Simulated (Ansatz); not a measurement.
Structure optimisation: nickel, fcc

The calculation used DFT, BLYP, plane waves (420 eV) with PAW, scalar-relativistic (Ansatz). The PAW files were generated under PBE, with cores re-solved for the functional.

k-point mesh 15×15×15, Fermi-Dirac smearing 0.05 eV, starting moments 0.80 μB. Cell and atoms relax.

Starting structure:

```
Ni
1.0
     0.00000    1.76194    1.76194
     1.76194    0.00000    1.76194
     1.76194    1.76194    0.00000
Ni
1
Direct
  0.00000 0.00000 0.00000
```

Q: The pressure at the start is 8.7 GPa. By how much does the volume change?

A: From 10.94 to 11.45 Å³ per atom, 4.6 %. The final cell has a = 3.577 Å.

Q: How much energy does the relaxation gain?

A: 13.1 meV per atom.

Path of the relaxation (the plane waves are chosen anew near the end, which can shift the energy a little):

```
step  E − E(final) (meV/atom)  V (Å³/atom)  P (GPa)  max force (eV/Å)
   0                    13.14       10.940     8.66             0.000
   1                     3.60       11.181     4.25             0.000
   2                     0.30       11.424     0.32             0.000
   3                     0.29       11.445     0.00             0.000
   4                     0.00       11.445     0.04             0.000
```

Q: Which magnetic state does it end in?

A: ferromagnetic, net 0.64 μB per atom; moments 0.68 μB.
